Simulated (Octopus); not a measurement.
# A workflow on BNH3S (SMILES N[B]S)

Aim: a series of 8 runs (UPBEsol, PBEsol) of BH3NS. The setting varied is the grid spacing. 

Program for the calculation: Octopus 16.4.

6 further runs of the same task are left out: 6 set aside as unsound or not needed.

## 1. Starting point

The species is BNH3S (6 atoms), meant as a doublet with charge 0. SMILES: `N[B]S`. Geometry: relaxed at PBE0-D4/def2-TZVP. This is a higher conformer, about 7 kJ/mol above the lowest found by a separate search.

Bond lengths: N1–B2 1.380 Å, B2–S3 1.779 Å, N1–H4 1.005 Å, N1–H5 1.010 Å, S3–H6 1.355 Å. Angles: N1–B2–S3 132.0°, B2–N1–H4 122.5°, B2–N1–H5 124.0°, B2–S3–H6 100.0°, H4–N1–H5 113.6°.

## 2. Energy and gradient at UPBEsol (scalar, in the pseudopotentials, pseudodojo_pbesol potentials, box margin 4 angstrom, extra states 0, grid spacing 0.195002 angstrom, mix field default) (run 1)

Input file geometry.xyz:

```xyz
6

N     -0.628200     0.093667    -0.749000
B     -0.545400    -0.434833     0.523400
S      0.774100    -0.464533     1.716900
H     -1.461200     0.026667    -1.307900
H      0.128500     0.579867    -1.208900
H      1.732200     0.199167     1.025500
```

Run with:

```sh
$ OMP_NUM_THREADS=1 octopus > gs.log
```

The log of the run:

```text
Version                : 16.4
[... 181 lines left out ...]
Converged eigenvectors: 0
#  State  Spin  Eigenvalue [eV]  Occupation    Error
[... 19 lines left out ...]
Converged eigenvectors: 0
#  State  Spin  Eigenvalue [eV]  Occupation    Error
[... 62 lines left out ...]
Converged eigenvectors: 0
#  State  Spin  Eigenvalue [eV]  Occupation    Error
[... 19 lines left out ...]
Converged eigenvectors: 0
#  State  Spin  Eigenvalue [eV]  Occupation    Error
[... 16 lines left out ...]
Info: SCF converged in   18 iterations
[... 1 line left out ...]
**   Some of the states are not fully converged!
[... 1 line left out ...]
Octopus emitted 1 warning.
```

Wall time 18 s (1 thread of AMD EPYC 7R43 (Zen 3), shared host); peak memory 0.11 GiB.

## 3. The singlet cation: energy and gradient at PBEsol (scalar, in the pseudopotentials, pseudodojo_pbesol potentials, box margin 4 angstrom, extra states 0, grid spacing 0.195 angstrom, mix field default) (run 2)

geometry.xyz is that of step 2.

Run with:

```sh
$ OMP_NUM_THREADS=1 octopus > gs.log
```

The log of the run:

```text
Version                : 16.4
[... 174 lines left out ...]
Converged eigenvectors: 0
#  State  Eigenvalue [eV]  Occupation    Error
[... 9 lines left out ...]
Converged eigenvectors: 0
#  State  Eigenvalue [eV]  Occupation    Error
[... 55 lines left out ...]
Converged eigenvectors: 1
#  State  Eigenvalue [eV]  Occupation    Error
[... 9 lines left out ...]
Converged eigenvectors: 0
#  State  Eigenvalue [eV]  Occupation    Error
[... 6 lines left out ...]
Info: SCF converged in   19 iterations
[... 1 line left out ...]
**   Some of the states are not fully converged!
[... 1 line left out ...]
Octopus emitted 2 warnings.
```

It took 9.3 s on 1 thread of AMD EPYC 7R43 (Zen 3), shared host; peak memory 0.087 GiB.

## 4. Energy and forces at UPBEsol (scalar, in the pseudopotentials, pseudodojo_pbesol potentials, box margin 4 angstrom, extra states 0, grid spacing 0.172 angstrom, mix field default) (run 3)

geometry.xyz is that of step 3.

Run with:

```sh
$ OMP_NUM_THREADS=1 octopus > gs.log
```

The log of the run:

```text
Version                : 16.4
[... 181 lines left out ...]
Converged eigenvectors: 0
#  State  Spin  Eigenvalue [eV]  Occupation    Error
[... 19 lines left out ...]
Converged eigenvectors: 0
#  State  Spin  Eigenvalue [eV]  Occupation    Error
[... 62 lines left out ...]
Converged eigenvectors: 0
#  State  Spin  Eigenvalue [eV]  Occupation    Error
[... 19 lines left out ...]
Converged eigenvectors: 0
#  State  Spin  Eigenvalue [eV]  Occupation    Error
[... 16 lines left out ...]
Info: SCF converged in   18 iterations
[... 1 line left out ...]
**   Some of the states are not fully converged!
[... 1 line left out ...]
Octopus emitted 1 warning.
```

Wall time 26 s (1 thread of AMD EPYC 7R43 (Zen 3), shared host); peak memory 0.15 GiB.

Runs 4 to 7 aren't shown in full; the table further down has their settings and results.

## 5. The singlet cation: energy and gradient at PBEsol (scalar, in the pseudopotentials, pseudodojo_pbesol potentials, box margin 4 angstrom, extra states 0, grid spacing 0.132 angstrom, mix field default) (run 8)

geometry.xyz is that of step 4.

Run with:

```sh
$ OMP_NUM_THREADS=1 octopus > gs.log
```

The log of the run:

```text
Version                : 16.4
[... 169 lines left out ...]
Converged eigenvectors: 0
#  State  Eigenvalue [eV]  Occupation    Error
[... 9 lines left out ...]
Converged eigenvectors: 0
#  State  Eigenvalue [eV]  Occupation    Error
[... 55 lines left out ...]
Converged eigenvectors: 0
#  State  Eigenvalue [eV]  Occupation    Error
[... 9 lines left out ...]
Converged eigenvectors: 0
#  State  Eigenvalue [eV]  Occupation    Error
[... 6 lines left out ...]
Info: SCF converged in   19 iterations
[... 1 line left out ...]
**   Some of the states are not fully converged!
[... 1 line left out ...]
Octopus emitted 1 warning.
```

Wall time 36 s (1 thread of AMD EPYC 7R43 (Zen 3), shared host); peak memory 0.22 GiB.

## 6. All runs side by side

| run | level | grid spacing | box margin | partner | energy (Eh) | HOMO energy (eV) | wall time |
| --- | --- | --- | --- | --- | --- | --- | --- |
| 1 | UPBEsol (scalar, in the pseudopotentials, pseudodojo_pbesol potentials, box margin 4 angstrom, extra states 0, grid spacing 0.195002 angstrom, mix field default) | 0.195002 | 4 | base | -26.028868 | -4.48 | 18 s |
| 2 | PBEsol (scalar, in the pseudopotentials, pseudodojo_pbesol potentials, box margin 4 angstrom, extra states 0, grid spacing 0.195 angstrom, mix field default) | 0.195 | 4 | cation | -25.734459 | -12.47 | 9.3 s |
| 3 | UPBEsol (scalar, in the pseudopotentials, pseudodojo_pbesol potentials, box margin 4 angstrom, extra states 0, grid spacing 0.172 angstrom, mix field default) | 0.172 | 4 | base | -26.014756 | -4.48 | 26 s |
| 4 | PBEsol (scalar, in the pseudopotentials, pseudodojo_pbesol potentials, box margin 4 angstrom, extra states 0, grid spacing 0.172 angstrom, mix field default) | 0.172 | 4 | cation | -25.720469 | -12.46 | 14 s |
| 5 | UPBEsol (scalar, in the pseudopotentials, pseudodojo_pbesol potentials, box margin 4 angstrom, extra states 0, grid spacing 0.15 angstrom, mix field default) | 0.15 | 4 | base | -26.007588 | -4.48 | 42 s |
| 6 | PBEsol (scalar, in the pseudopotentials, pseudodojo_pbesol potentials, box margin 4 angstrom, extra states 0, grid spacing 0.15 angstrom, mix field default) | 0.15 | 4 | cation | -25.713423 | -12.46 | 24 s |
| 7 | UPBEsol (scalar, in the pseudopotentials, pseudodojo_pbesol potentials, box margin 4 angstrom, extra states 0, grid spacing 0.132 angstrom, mix field default) | 0.132 | 4 | base | -26.005537 | -4.48 | 76 s |
| 8 | PBEsol (scalar, in the pseudopotentials, pseudodojo_pbesol potentials, box margin 4 angstrom, extra states 0, grid spacing 0.132 angstrom, mix field default) | 0.132 | 4 | cation | -25.711413 | -12.46 | 36 s |

Convergence of the total energy of doublet BNH3S with the grid spacing, against the last point:

| grid spacing | from the last (mEh) | wall time |
| --- | --- | --- |
| 0.195002 Å | -23.331 | 18 s |
| 0.172 Å | -9.218 | 26 s |
| 0.15 Å | -2.051 | 42 s |
| 0.132 Å | +0.000 | 76 s |

Convergence of the HOMO energy (highest over α and β) of doublet BNH3S with the grid spacing, against the last point:

| grid spacing | from the last (eV) | wall time |
| --- | --- | --- |
| 0.195002 Å | -0.0056 | 18 s |
| 0.172 Å | -0.0034 | 26 s |
| 0.15 Å | -0.0010 | 42 s |
| 0.132 Å | +0.0000 | 76 s |

## 7. Summary of results

| quantity | value |
| --- | --- |
| singlet cation, run 8: total energy | -25.71141 Eh |
| singlet cation, run 8: HOMO energy | -12.46 eV |
| singlet cation, run 8: largest force on an atom | 4.931 eV/Å |
| vertical ionisation energy (to the singlet cation), UPBEsol (run 3, grid spacing 0.172) | 8.008 eV |
| vertical ionisation energy (to the singlet cation), UPBEsol (run 5, grid spacing 0.15) | 8.005 eV |
| vertical ionisation energy (to the singlet cation), UPBEsol (run 7, grid spacing 0.132) | 8.004 eV |

**Reading.** For the total energy of doublet BNH3S to stay within 10 mEh of the last point, 0.172 Å is the first point of the series from which all later ones do (26 s against 76 s). For the HOMO energy (highest over α and β) of doublet BNH3S to stay within 0.005 eV of the last point, 0.172 Å is the first point of the series from which all later ones do (26 s against 76 s). All runs together took 4.1 min, the longest 76 s.
